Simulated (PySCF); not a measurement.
methylamine (CH₅N), SMILES CN. Atoms are numbered in the order given.

```xyz
7

C     -0.7012    -0.0177     0.0000
N      0.7452     0.1211     0.0000
H     -1.1131     0.4854     0.8777
H     -1.1131     0.4854    -0.8777
H     -1.0753    -1.0520     0.0000
H      1.1463    -0.3301     0.8120
H      1.1463    -0.3301    -0.8120
```
Charge 0, spin multiplicity 1.

The structure is a stationary point at PBE0-D3(BJ)/def2-TZVP.

Level of theory: PBE0/pcJ-1 in PySCF.

Isotropic couplings with Fermi-contact, spin-dipole and both spin-orbit terms, one fixed conformer, no vibrational averaging. Isotopes: 13C, 14N, 1H.

```json
[
 {"pair": "C1–N2", "bonds apart": "1", "J (Hz)": "2.9"},
 {"pair": "C1–H3", "bonds apart": "1", "J (Hz)": "130.7"},
 {"pair": "C1–H4", "bonds apart": "1", "J (Hz)": "130.7"},
 {"pair": "C1–H5", "bonds apart": "1", "J (Hz)": "125.4"},
 {"pair": "N2–H6", "bonds apart": "1", "J (Hz)": "44.5"},
 {"pair": "N2–H7", "bonds apart": "1", "J (Hz)": "44.5"},
 {"pair": "C1–H6", "bonds apart": "2", "J (Hz)": "(withheld)"},
 {"pair": "C1–H7", "bonds apart": "2", "J (Hz)": "(withheld)"},
 {"pair": "N2–H3", "bonds apart": "2", "J (Hz)": "(withheld)"},
 {"pair": "N2–H4", "bonds apart": "2", "J (Hz)": "(withheld)"},
 {"pair": "N2–H5", "bonds apart": "2", "J (Hz)": "(withheld)"},
 {"pair": "H3–H4", "bonds apart": "2", "J (Hz)": "(withheld)"},
 {"pair": "H3–H5", "bonds apart": "2", "J (Hz)": "(withheld)"},
 {"pair": "H4–H5", "bonds apart": "2", "J (Hz)": "(withheld)"},
 {"pair": "H6–H7", "bonds apart": "2", "J (Hz)": "-9.5"},
 {"pair": "H3–H6", "bonds apart": "3", "J (Hz)": "2.9"},
 {"pair": "H3–H7", "bonds apart": "3", "J (Hz)": "17.2"},
 {"pair": "H4–H6", "bonds apart": "3", "J (Hz)": "17.2"},
 {"pair": "H4–H7", "bonds apart": "3", "J (Hz)": "2.9"},
 {"pair": "H5–H6", "bonds apart": "3", "J (Hz)": "2.3"},
 {"pair": "H5–H7", "bonds apart": "3", "J (Hz)": "2.3"}
]
```

Q: Fill in the missing entries. (An estimate is asked for; the answer gives what the named calculation found.)

A: 
- C1–H6, J (Hz): -3.0
- C1–H7, J (Hz): -3.0
- N2–H3, J (Hz): 1.8
- N2–H4, J (Hz): 1.8
- N2–H5, J (Hz): -0.3
- H3–H4, J (Hz): -16.0
- H3–H5, J (Hz): -11.2
- H4–H5, J (Hz): -11.2
